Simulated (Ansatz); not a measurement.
# AlH3 (singlet): from Hartree-Fock to the top rungs at distance Al1–H3 = 1.280 Å, aug-cc-pVDZ

One table from this session's results is given with a row withheld; the runs are named, their logs left out.

Program: Ansatz 0.2.0, Gaussian basis. Level of theory: aug-cc-pVDZ, core rule «outside noble gas», up to 5 orbitals frozen. These are calculated values, not measurements.

To be run: UHF; CCSD(T) on RHF; BCCD(T) on RHF; CISD; CCSDT(Q) on RHF; CCSDTQ on RHF; CASSCF and MRCISD+Q, 2 electrons in 2 orbitals; CASSCF and NEVPT2, 2 electrons in 2 orbitals; Full CI.

9 further runs of the same task are left out: 9 for a known fault of the program.

## The system

The geometry derives from a PBE0/def2-TZVP stationary point (not a proven minimum). One bond is set to the value named and the two fragments are kept rigid.

4 atoms, charge 0, spin multiplicity 1.

Atoms are counted from 1 here; the program's logs count them from 0.

Bond lengths: Al1–H2 1.586 Å, Al1–H3 1.280 Å, Al1–H4 1.586 Å. Angles: H2–Al1–H3 120.0°, H2–Al1–H4 120.0°, H3–Al1–H4 120.0°.

The first run:

in.yaml

```yaml
crystal:
  periodic: [false, false, false]
  atoms:
    - {symbol: Al, position_ang: [-0.005221, 0.008848, -0.000018]}
    - {symbol: H, position_ang: [1.580555, 0.023899, -0.000101]}
    - {symbol: H, position_ang: [-0.655713, 1.111235, -0.002270]}
    - {symbol: H, position_ang: [-0.785074, -1.371997, 0.002855]}
basis:
  gaussian: {orbitals: aug-cc-pVDZ}
magnetization: {spin_polarized: true, initial_magnetization: 0}
hamiltonian: {xc: hf}
output: {orbitals: {seedname: orbitals}}
```

On the command line:

```sh
$ ansatz run in.yaml --threads 1 --pin off --events-out ev --progress --plain --max-ram 4096MiB --backend cpu
```

Among the steps run: UHF; CCSD(T) on RHF; BCCD(T) on RHF; CISD; CCSDT(Q) on RHF; CCSDTQ on RHF; CASSCF and MRCISD+Q, 2 electrons in 2 orbitals; CASSCF and NEVPT2, 2 electrons in 2 orbitals; Full CI.

One table of the session follows, with a row left open; its other results are not shown here.

| method | from FCI (meV) |
| --- | --- |
| RHF | +2931.4 |
| RMP2 | +724.3 |
| CISD | +143.6 |
| RCCSD | +42.8 |
| RCCSD(T) | +11.0 |
| BCCD(T) | +10.8 |
| RCCSDT | ? |
| RCCSDT(Q) | +0.2 |
| RCCSDTQ | 0.0 |
| CASSCF pair | +2566.6 |
| NEVPT2 pair | +728.9 |
| MRCISD pair | +108.8 |
| MRCISD+Q pair | -25.1 |
| FCI | 0 |

**Question.** Estimate the row for RCCSDT.

**Answer.** from FCI (meV): +0.8. In the column «from FCI (meV)» it lies between RCCSDT(Q) (+0.2) and BCCD(T) (+10.8).

Caveats from the session: MRCISD+Q pair falls below full CI: the +Q correction isn't variational, and the cores differ from full CI's.
